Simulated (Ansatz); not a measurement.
# How far each method lies from RCCSDT(Q) for H₃Ge–AlH₂, singlet

Geometry: a PBE0/def2-TZVP stationary point for this spin, not checked as a minimum.

```xyz
7

Ge    0.0000    0.0009    0.6854
Al    0.0000    0.0010   -1.7933
H     0.0000    1.4090    1.3103
H     1.2327   -0.7388    1.2465
H    -1.2327   -0.7388    1.2465
H     0.0000    1.3582   -2.6174
H     0.0000   -1.3819   -2.5741
```

Basis cc-pVTZ; Ansatz 0.2.0. Only valence electrons are correlated (noble-gas cores and the filled d shells of p-block atoms frozen), which leaves 12 electrons in 128 orbitals. R marks a restricted (for open shells ROHF) determinant. No spin–orbit coupling is included, and no scalar relativity.

Full CI isn't at hand for all of this; RCCSDT(Q) serves as the reference, and is uncertain by the last step of the cluster series or more.

- UHF ⟨S²⟩: 0.000
- T1 diagnostic (RCCSD): 0.0115
- largest doubles amplitude (RCCSD): 0.029

| level | E − E(RCCSDT(Q)) (kJ/mol) | share of correlation (%) | wall time |
| --- | --- | --- | --- |
| RHF | 683.3 | 0.00 | – |
| RMP2 | 134.9 | 80.25 | – |
| RCCSD | 21.1 | 96.92 | – |
| RCCSD(T) | 3.7 | 99.46 | 2.6 s (H100) |
| BCCD(T) | 3.6 | 99.48 | 1.9 s (H100) |
| RCCSDT | 0.6 | 99.90 | – |

The correlation energy at RCCSDT(Q), counted from RHF, is -7.082 eV. That run took 24 s on 2 threads of AMD EPYC 7R13 with a shared H100 80 GB, shared host.

Times hold each run's SCF and search for its determinant on a shared host, so for small cases they say little of a method's own cost.

Atomization energy (electronic, same basis, no zero-point term; atoms at the same level, unrestricted beside the R rows where the molecule is a closed shell, but restricted open-shell past Ca, as are all atoms' steps beyond CCSDT(Q)) at RCCSDT(Q): 1639.4 kJ/mol. Errors of other levels:

```csv
level,error (kJ/mol)
RHF,-359.0
RMP2,-45.7
RCCSD,-10.2
RCCSD(T),-1.0
BCCD(T),-0.8
RCCSDT,-0.5
```

This basis is far from its limit, so the value isn't to be set against a measured one.
